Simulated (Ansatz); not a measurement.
**How close CCSD(T) comes to the exact answer in a basis**

Each species is computed at the geometry given (Å), with frozen cores, in Ansatz 0.2.0: RHF-CCSD(T) for singlets, UHF-CCSD(T) otherwise, and full CI in the same basis. The program picks the determinant by trial CCSD, so it needn't be the lowest Hartree–Fock solution. States: [H···H···SiH2] A', GeH⁺ Σ⁺ or Δ, HAlB A'', HBeGa Σ⁺ or Δ, [NH2···H···H] A'. Cases whose determinant has another symmetry than full CI's state, or whose (Q) step broke down, weren't drawn. No relativity is included.

Judging by size, spin and bonding, rank them by the size of CCSD(T)'s error in total energy against full CI in the same basis, smallest first (an estimate).
A. [NH2···H···H], doublet, 6-31G: N -0.149 -0.032 -0.049; H -0.446 0.936 -0.049; H -0.446 -0.434 0.831; H 1.091 -0.032 -0.049; H 1.874 -0.032 -0.049
B. GeH⁺, singlet, cc-pVQZ: Ge 0.000 0.000 0.000; H 0.000 0.000 1.589
C. [H···H···SiH₂], singlet, 6-31G: H -2.730 0.055 0.000; H -1.614 0.055 0.000; Si 0.104 0.055 0.000; H 0.717 -0.819 1.090; H 0.717 -0.819 -1.090
D. HAlB, doublet, 6-31G: B 0.000 -0.139 1.516; Al 0.000 0.097 -0.547; H 0.000 -1.103 -1.608
E. HBeGa, singlet, cc-pVDZ: Ga 0.000 0.000 2.759; Be 0.000 0.000 -0.700; H 0.000 0.000 -2.059

B (9.4 meV), A (15.0 meV), C (24.9 meV), E (33.6 meV), D (98.5 meV).

```csv
species,basis,correlated electrons,CCSD(T) − full CI (meV),CCSDT(Q) − full CI (meV),unpaired electrons (full CI),T1,⟨S²⟩ of the determinant
"GeH⁺, singlet",cc-pVQZ,4,9.4,0.3,0.06,0.011,0.00
"[NH2···H···H], doublet",6-31G,9,15.0,0.1,1.02,0.016,0.78
"[H···H···SiH2], singlet",6-31G,8,24.9,0.7,0.35,0.025,0.00
"HBeGa, singlet",cc-pVDZ,6,33.6,1.6,0.21,0.019,0.00
"HAlB, doublet",6-31G,7,98.5,6.3,1.55,0.072,1.66
```

Unpaired electrons are Σ n²(2−n)² over natural occupations; an open shell counts its own unpaired electrons too. Frozen cores follow each run's orbitals, which moves totals by a few meV.
